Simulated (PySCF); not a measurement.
A structure optimised at PBE-D3(BJ)/def2-TZVP, used in a PySCF frequency run:

```
C
H 1 1.1000
H 1 1.1073 2 107.16
O 1 1.4307 2 105.08 3 117.91
H 4 0.9726 1 107.41 2 178.86
C 1 1.5218 2 110.39 3 -120.02
H 6 1.0991 1 110.64 2 -60.80
H 6 1.1008 7 108.50 1 -121.80
H 6 1.1018 7 108.21 8 -116.34
```
Charge 0, spin multiplicity 1.

### Question
Write its SMILES and formula.

### Answer
CCO, C2H6O

### Question
What are its rotational constants (standard atomic weights)?

### Answer
34.133, 9.1199, 8.0538 GHz
